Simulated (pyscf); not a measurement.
H₂As–AsH₂ + water (H₂O) → HO–AsH₂ + AsH₃, a four-centre exchange (singlet surface; As–As, H–O broken, As–O, As–H formed). Single points on ωB97X-D3(BJ)/def2-SVP structures (PySCF, gas phase). Energies in kcal/mol from the separated reactants.

Small-basis levels: PySCF, no dispersion term, spherical d functions. 

**Question.** Quick HF/6-31G*+LANL2DZ single points give ΔE‡ = 61.6 kcal/mol and ΔE = +8.8 kcal/mol. What does ωB97M-D3(BJ)/def2-TZVP give, and how far is the quick result from it?

**Answer.** ωB97M-D3(BJ)/def2-TZVP gives ΔE‡ = 50.3 kcal/mol and ΔE = +13.3 kcal/mol. HF/6-31G*+LANL2DZ lies 11.3 kcal/mol over it in the barrier and 4.5 kcal/mol under it in the reaction energy, so on this step it does not hold to within 3.0 kcal/mol. ωB97M-D3(BJ)/def2-TZVP has limits of its own. One saddle was located; it need not be the lowest between these sides. In the def2 sets elements up to Kr have no core potential.
